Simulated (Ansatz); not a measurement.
Wavefunction ladder for H$_{6}$NSi$_{2}$, SMILES `[SiH3][N][SiH3]` radical

Cartesian coordinates in Å:
```
Si 1.1239 -0.0601 -1.1453
N -0.4536 -0.0484 -0.4588
Si -1.1623 0.0208 1.1073
H 2.2294 -0.3700 -0.1950
H 1.3287 1.3088 -1.6964
H 1.1491 -1.0500 -2.2536
H -1.6894 1.4071 1.2475
H -0.2355 -0.2619 2.2397
H -2.2903 -0.9461 1.1546
```

Charge 0, multiplicity 2. Geometry: relaxed with PBE0-D4/def2-TZVP. Frozen core, unrestricted reference, Ansatz. CBS rows extrapolate triple and quadruple zeta; past MP2 they add the triple-zeta difference.

```tsv
basis	HF (Eh)	MP2 corr.	CCSD corr.	(T)	CCSD(T) total
def2-SVP	?	?	-0.39053	-0.00927	?
def2-TZVPP	-635.84319	-0.42039	-0.47722	?	?
def2-QZVPP	-635.86476	-0.45228	–	–	–
CBS(def2)	-635.86773	?	-0.53273	as TZ	?
```

(1) Fill in the withheld values. (An estimate is asked.)

Answers

(1) The calculation gave: def2-SVP HF (Eh): -635.56161; def2-SVP MP2 corr.: -0.33241; def2-SVP CCSD(T) total: -635.96141; def2-TZVPP (T): -0.01566; def2-TZVPP CCSD(T) total: -636.33607; CBS(def2) MP2 corr.: -0.47590; CBS(def2) CCSD(T) total: -636.41612.
